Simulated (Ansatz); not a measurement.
An input meant for Mg(SiH3)2 (MgSi2H6) (charge 0, singlet).

Other settings, tried on Mg(SiH3)2 (MgSi₂H₆).

```yaml
crystal:
  periodic: [false, false, false]
  atoms:
    - {symbol: Mg, position_ang: [0.016757, 0.023876, 0.000224]}
    - {symbol: Si, position_ang: [0.000602, -0.014590, 2.586387]}
    - {symbol: H, position_ang: [0.887209, -1.072317, 3.161551]}
    - {symbol: H, position_ang: [-1.355837, -0.280333, 3.156773]}
    - {symbol: H, position_ang: [0.451586, 1.266953, 3.209998]}
    - {symbol: Si, position_ang: [0.004165, 0.021363, -2.586279]}
    - {symbol: H, position_ang: [1.321255, 0.390300, -3.189858]}
    - {symbol: H, position_ang: [-0.985096, 0.977486, -3.171771]}
    - {symbol: H, position_ang: [-0.340630, -1.312738, -3.167025]}
basis:
  gaussian: {orbitals: cc-pVDZ}
magnetization: {spin_polarized: true, initial_magnetization: 0}
hamiltonian: {xc: {name: HF}}
correlation: {active_space: {window: {electrons: 2, orbitals: 1}}}
scf: {omitted_lower_state_checks: [starts]}
```

```sh
$ ansatz run in.yaml --threads 4 --pin off --events-out ev --progress --plain --max-ram 3916MiB
```

Output, abridged:

```
Error: invalid value for `correlation.active_space`: it starts from restricted Hartree–Fock orbitals; set hamiltonian.xc: hf without magnetization.spin_polarized
```
